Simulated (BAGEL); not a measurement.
**SiNH4F (SMILES N[SiH2]F): levels of theory compared**

Aim: a comparison of 6 runs (HF/STO-3G, HF/def2-SVP, B3LYP/6-31G*, PBE0/def2-SVP, PBE0/6-311G**, RI-MP2/pcseg-2) of SiNH4F. 

The results are computed with BAGEL 1.2.2.

4 further runs of the same task are left out: 4 set aside as unsound or not needed.

## 1. Starting point

SiNH4F has 7 atoms, charge 0, and is taken as a singlet. SMILES: `N[SiH2]F`. The shape is that of a PBE0-D4/def2-TZVP optimisation. This is one conformer, not always the lowest.

Bond lengths: N1–Si2 1.696 Å, Si2–F3 1.605 Å, N1–H4 1.006 Å, N1–H5 1.006 Å, Si2–H6 1.479 Å, Si2–H7 1.479 Å. Angles: N1–Si2–F3 114.6°, N1–Si2–H6 108.3°, N1–Si2–H7 108.3°, F3–Si2–H6 105.8°, F3–Si2–H7 105.8°, Si2–N1–H4 122.0°, Si2–N1–H5 122.0°, H6–Si2–H7 114.0°, H4–N1–H5 111.8°.

## 2. A single-point energy at HF/STO-3G (run 1)

hf.json

```json
{ "bagel" : [

{
  "title" : "molecule",
  "basis" : "sto-3g",
  "df_basis" : "qzvpp-jkfit",
  "angstrom" : true,
  "geometry" : [
    { "atom" : "N", "xyz" : [   -0.761500,    0.339000,   -0.625200 ] },
    { "atom" : "Si", "xyz" : [    0.531100,   -0.115700,    0.373400 ] },
    { "atom" : "F", "xyz" : [    0.515100,   -1.653900,    0.829800 ] },
    { "atom" : "H", "xyz" : [   -0.786600,    0.105100,   -1.603600 ] },
    { "atom" : "H", "xyz" : [   -1.682200,    0.513500,   -0.258400 ] },
    { "atom" : "H", "xyz" : [    0.455900,    0.676200,    1.620700 ] },
    { "atom" : "H", "xyz" : [    1.789400,    0.068000,   -0.382300 ] }
  ]
},
{ "title" : "hf", "charge" : 0, "df" : false },
{ "title" : "print", "file" : "orbitals.molden", "orbitals" : true }

]}
```

The run is started by

```
$ BAGEL_NUM_THREADS=1 BAGEL hf.json > hf.out
```

Standard output:

```text
* using 1 threads per process

  ===============================================================
  ===============================================================

  *** Geometry ***

  { "atom" : "N", "xyz" : [     -1.439026,      0.640617,     -1.181457 ] },
  { "atom" : "Si", "xyz" : [      1.003634,     -0.218641,      0.705624 ] },
  { "atom" : "F", "xyz" : [      0.973398,     -3.125418,      1.568095 ] },
  { "atom" : "H", "xyz" : [     -1.486459,      0.198610,     -3.030365 ] },
  { "atom" : "H", "xyz" : [     -3.178897,      0.970374,     -0.488305 ] },
  { "atom" : "H", "xyz" : [      0.861526,      1.277833,      3.062679 ] },
  { "atom" : "H", "xyz" : [      3.381476,      0.128501,     -0.722442 ] },

  Number of auxiliary basis functions:      354

  Since a DF basis is specified, we compute 2- and 3-index integrals:
    o Being stored without compression. Storage requirement is 0.001 GB

  Number of basis functions:       23
  Number of electrons      :       34

    * METHOD: MOLECULE                             0.13

  *** RHF ***

  === Nuclear Repulsion ===
   118.5879466640

      * DIIS with orbital gradients will be used.

  === RHF iteration (sto-3g) ===
      0       -439.60144728          0.02548356           0.05
      1       -439.72370800          0.00454081           0.03
      2       -439.73060605          0.00128453           0.03
      3       -439.73131408          0.00031749           0.03
      4       -439.73136804          0.00007185           0.03
      5       -439.73137043          0.00001167           0.04
      6       -439.73137049          0.00000340           0.04
      7       -439.73137049          0.00000080           0.03
      8       -439.73137049          0.00000014           0.03
      9       -439.73137049          0.00000004           0.03
     10       -439.73137049          0.00000001           0.03
     11       -439.73137049          0.00000000           0.04
    * SCF iteration converged.

    * Permanent dipole moment:
           (    0.201109,    -0.211509,     0.198193) a.u.

    * METHOD: HF                                   0.51

    * METHOD: PRINT                                0.00

  ===============================================================
```

It took 0.97 s on 1 thread of Intel Xeon Platinum 8488C (Sapphire Rapids), shared host; peak memory 0.079 GiB.

## 3. A single-point energy at HF/def2-SVP (run 2)

job.json

```json
{ "bagel" : [

{
  "title" : "molecule",
  "basis" : "svp",
  "df_basis" : "qzvpp-jkfit",
  "geometry" : [
    { "atom" : "N", "xyz" : [    -1.43902644,     0.64061716,    -1.18145677 ] },
    { "atom" : "Si", "xyz" : [     1.00363354,    -0.21864131,     0.70562373 ] },
    { "atom" : "F", "xyz" : [     0.97339793,    -3.12541804,     1.56809474 ] },
    { "atom" : "H", "xyz" : [    -1.48645857,     0.19861022,    -3.03036481 ] },
    { "atom" : "H", "xyz" : [    -3.17889729,     0.97037436,    -0.48830523 ] },
    { "atom" : "H", "xyz" : [     0.86152614,     1.27783281,     3.06267913 ] },
    { "atom" : "H", "xyz" : [     3.38147593,     0.12850138,    -0.72244230 ] }
  ]
},

{
  "title" : "hf",
  "df" : false
},

{
  "title" : "print",
  "file" : "orbitals.molden",
  "orbitals" : true
}

]}
```

The run is started by

```
$ BAGEL_NUM_THREADS=1 BAGEL job.json > job.out
```

Standard output:

```text
* using 1 threads per process

  ===============================================================
  ===============================================================

  *** Geometry ***

  { "atom" : "N", "xyz" : [     -1.439026,      0.640617,     -1.181457 ] },
  { "atom" : "Si", "xyz" : [      1.003634,     -0.218641,      0.705624 ] },
  { "atom" : "F", "xyz" : [      0.973398,     -3.125418,      1.568095 ] },
  { "atom" : "H", "xyz" : [     -1.486459,      0.198610,     -3.030365 ] },
  { "atom" : "H", "xyz" : [     -3.178897,      0.970374,     -0.488305 ] },
  { "atom" : "H", "xyz" : [      0.861526,      1.277833,      3.062679 ] },
  { "atom" : "H", "xyz" : [      3.381476,      0.128501,     -0.722442 ] },

  Number of auxiliary basis functions:      354

  Since a DF basis is specified, we compute 2- and 3-index integrals:
    o Being stored without compression. Storage requirement is 0.012 GB

  Number of basis functions:       66
  Number of electrons      :       34

    * METHOD: MOLECULE                             0.23

  *** RHF ***

  === Nuclear Repulsion ===
   118.5879467019

      * DIIS with orbital gradients will be used.

  === RHF iteration (svp) ===
      0       -440.10642649          0.03097680           0.42
      1       -444.77868685          0.02682667           0.40
      2       -444.98572936          0.00816068           0.35
      3       -445.01866193          0.00332260           0.34
      4       -445.02319732          0.00106916           0.33
      5       -445.02393930          0.00027660           0.33
      6       -445.02397986          0.00010647           0.33
      7       -445.02398694          0.00001949           0.31
      8       -445.02398724          0.00000617           0.30
      9       -445.02398726          0.00000233           0.31
     10       -445.02398726          0.00000068           0.29
     11       -445.02398726          0.00000019           0.28
     12       -445.02398726          0.00000007           0.28
     13       -445.02398726          0.00000002           0.26
     14       -445.02398726          0.00000001           0.25
    * SCF iteration converged.

    * Permanent dipole moment:
           (    0.484369,    -0.485745,     0.470086) a.u.

    * METHOD: HF                                   5.06

    * METHOD: PRINT                                0.01

  ===============================================================
```

Wall time 6 s (1 thread of Intel Xeon Platinum 8488C (Sapphire Rapids), shared host); peak memory 0.079 GiB.

Runs 3 to 5 aren't shown in full; the table further down has their settings and results.

## 4. The energy at RI-MP2/pcseg-2 (density fitting with qzvpp-jkfit) (run 6)

mp2.json

```json
{ "bagel" : [

{
  "title" : "molecule",
  "basis" : "pcseg-2.json",
  "df_basis" : "qzvpp-jkfit",
  "angstrom" : true,
  "geometry" : [
    { "atom" : "N", "xyz" : [      -0.761500,       0.339000,      -0.625200 ] },
    { "atom" : "Si", "xyz" : [       0.531100,      -0.115700,       0.373400 ] },
    { "atom" : "F", "xyz" : [       0.515100,      -1.653900,       0.829800 ] },
    { "atom" : "H", "xyz" : [      -0.786600,       0.105100,      -1.603600 ] },
    { "atom" : "H", "xyz" : [      -1.682200,       0.513500,      -0.258400 ] },
    { "atom" : "H", "xyz" : [       0.455900,       0.676200,       1.620700 ] },
    { "atom" : "H", "xyz" : [       1.789400,       0.068000,      -0.382300 ] }
  ]
},

{ "title" : "hf" },

{ "title" : "mp2", "ncore" : 7 }

]}
```

The basis set pcseg-2 is read from a file made from the Basis Set Exchange's data (not shown).

The run is started by

```
$ BAGEL_NUM_THREADS=1 BAGEL mp2.json > mp2.out
```

Standard output:

```text
* using 1 threads per process

  ===============================================================
  ===============================================================

  *** Geometry ***

  { "atom" : "N", "xyz" : [     -1.439026,      0.640617,     -1.181457 ] },
  { "atom" : "Si", "xyz" : [      1.003634,     -0.218641,      0.705624 ] },
  { "atom" : "F", "xyz" : [      0.973398,     -3.125418,      1.568095 ] },
  { "atom" : "H", "xyz" : [     -1.486459,      0.198610,     -3.030365 ] },
  { "atom" : "H", "xyz" : [     -3.178897,      0.970374,     -0.488305 ] },
  { "atom" : "H", "xyz" : [      0.861526,      1.277833,      3.062679 ] },
  { "atom" : "H", "xyz" : [      3.381476,      0.128501,     -0.722442 ] },

  Number of auxiliary basis functions:      354

  Since a DF basis is specified, we compute 2- and 3-index integrals:
    o Being stored without compression. Storage requirement is 0.064 GB

  Number of basis functions:      150
  Number of electrons      :       34

    * METHOD: MOLECULE                             0.30

  *** RHF ***

  === Nuclear Repulsion ===
   118.5879466640

      * DIIS with orbital gradients will be used.

  === RHF iteration (pcseg-2.json) ===
      0       -445.10451753          0.01701747           0.13
      1       -445.24959956          0.01039894           0.13
      2       -445.32498515          0.00112532           0.12
      3       -445.32626062          0.00035744           0.12
      4       -445.32635134          0.00006893           0.12
      5       -445.32635626          0.00001256           0.12
      6       -445.32635645          0.00000381           0.12
      7       -445.32635647          0.00000104           0.12
      8       -445.32635647          0.00000024           0.12
      9       -445.32635647          0.00000007           0.12
     10       -445.32635647          0.00000003           0.12
     11       -445.32635647          0.00000001           0.11
    * SCF iteration converged.

    * Permanent dipole moment:
           (    0.441441,    -0.468415,     0.436238) a.u.

    * METHOD: HF                                   1.74

  *** RHF ***

  === Nuclear Repulsion ===
   118.5879466640

      * DIIS with orbital gradients will be used.

  === RHF iteration (pcseg-2.json) ===
      0       -445.32635647          0.00000000           0.10
    * SCF iteration converged.

    * Permanent dipole moment:
           (    0.441441,    -0.468414,     0.436238) a.u.

  === DF-MP2 calculation ===

    * freezing 7 orbitals
    * 3-index integral transformation done
    * assembly done

      MP2 correlation energy:   -0.5806133638      0.07

      MP2 total energy:       -445.9069698310

    * METHOD: MP2                                  0.31

  ===============================================================
```

Run time: 2.7 s. Hardware: 1 thread of Intel Xeon Platinum 8488C (Sapphire Rapids), shared host; peak memory 0.15 GiB.

## 5. Overview of the runs

| run | level | integral approximation | task | energy (Eh) | dipole moment (D) | HOMO energy (eV) | LUMO energy (eV) | wall time |
| --- | --- | --- | --- | --- | --- | --- | --- | --- |
| 1 | HF/STO-3G | none | energy | -439.731370 | 0.90 | -8.61 | 13.60 | 0.97 s |
| 2 | HF/def2-SVP | none | energy | -445.023987 | 2.11 | -11.77 | 4.44 | 6 s |
| 3 | B3LYP/6-31G* (density fitting with qzvpp-jkfit, spherical functions) | qzvpp-jkfit | gradient | -446.568830 | 2.03 | – | – | 10 s |
| 4 | PBE0/def2-SVP (density fitting with qzvpp-jkfit) | qzvpp-jkfit | energy | -446.076332 | 2.09 | -7.92 | 1.36 | 6.6 s |
| 5 | PBE0/6-311G** (density fitting with qzvpp-jkfit) | qzvpp-jkfit | energy | -446.344493 | 2.12 | -8.05 | 0.89 | 8.7 s |
| 6 | RI-MP2/pcseg-2 (density fitting with qzvpp-jkfit) | qzvpp-jkfit | energy | -445.906970 | – | – | – | 2.7 s |

## 6. Outcome

| quantity | value |
| --- | --- |
| run 6: total energy | -445.90697 Eh |
| run 6: correlation energy (7 core orbitals frozen) | -580.6 mEh |

Over runs 1, 2, 3, 4, 5 the dipole moment (its size) runs from 0.90 D (HF/STO-3G) to 2.12 D (PBE0/6-311G**). The two ends differ in method and basis. Over runs 1, 2, 4, 5 the HOMO–LUMO gap runs from 8.93 eV (PBE0/6-311G**) to 22.21 eV (HF/STO-3G). Totals of different functionals can't be ranked against each other. In run 1 the basis is minimal, so the values are rough. All runs together took 35 s, the longest 10 s.
